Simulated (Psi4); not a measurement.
Reaction (SMILES): [NH+]#[C-] (C-NH) + 3 [H][H] (H2) → C (CH4) + N (NH3)
B3LYP-D3(BJ)/def2-TZVP geometries, fixed; electronic energies without zero-point terms.

Basis-set convergence of the energy of full hydrogenation at PBE with Psi4. Cartesian d functions, on some or all atoms, in 6-31G*, 6-31+G*; all else is spherical. Density fitting with the program's default auxiliary sets. Psi4's default fitting sets serve the pcseg sets less well. No added dispersion term, no relativity. Functions are those of the species that has most. Reference: the value in aug-cc-pVQZ, -96.98 kcal/mol, itself unsure by roughly 0.49 kcal/mol (its mean distance from def2-QZVPPD, def2-QZVPP, cc-pVQZ). Deviations are taken from unrounded values.

```csv
basis,functions,energy of full hydrogenation (kcal/mol)
6-31G*,32,-94.24
6-31+G*,40,-96.27
cc-pVDZ,34,-94.70
aug-cc-pVDZ,59,-101.85
def2-SVP,34,-95.76
def2-SVPD,52,-103.72
pcseg-1,34,-93.55
aug-pcseg-1,59,-98.02
6-311G**,42,-94.23
6-311+G**,50,-96.88
def2-TZVP,68,-94.54
def2-TZVPD,83,-95.70
cc-pVTZ,86,-95.37
aug-cc-pVTZ,138,-97.12
pcseg-2,86,-96.79
aug-pcseg-2,138,-97.32
def2-TZVPP,87,-96.06
def2-TZVPPD,105,-97.05
cc-pVQZ,175,-96.09
aug-cc-pVQZ,264,-96.98
def2-QZVPP,177,-96.58
def2-QZVPPD,195,-96.78
pcseg-3,192,-96.84
aug-pcseg-3,281,-96.85
```

What the diffuse functions change, pair by pair:
- 6-31G* to 6-31+G*: 8 more functions, deviation 2.73 to 0.71 kcal/mol
- cc-pVDZ to aug-cc-pVDZ: 25 more functions, deviation 2.28 to -4.88 kcal/mol
- def2-SVP to def2-SVPD: 18 more functions, deviation 1.22 to -6.75 kcal/mol
- pcseg-1 to aug-pcseg-1: 25 more functions, deviation 3.43 to -1.04 kcal/mol
- 6-311G** to 6-311+G**: 8 more functions, deviation 2.75 to 0.09 kcal/mol
- def2-TZVP to def2-TZVPD: 15 more functions, deviation 2.44 to 1.27 kcal/mol
- cc-pVTZ to aug-cc-pVTZ: 52 more functions, deviation 1.60 to -0.15 kcal/mol
- pcseg-2 to aug-pcseg-2: 52 more functions, deviation 0.19 to -0.35 kcal/mol
- def2-TZVPP to def2-TZVPPD: 18 more functions, deviation 0.91 to -0.08 kcal/mol
- cc-pVQZ to aug-cc-pVQZ: 89 more functions, deviation 0.88 to 0.00 kcal/mol
- def2-QZVPP to def2-QZVPPD: 18 more functions, deviation 0.39 to 0.20 kcal/mol
- pcseg-3 to aug-pcseg-3: 89 more functions, deviation 0.14 to 0.13 kcal/mol

Leaving out the reference's own pair, they bring the value nearer the reference by more than 0.49 kcal/mol in 6 of 11 pairs.
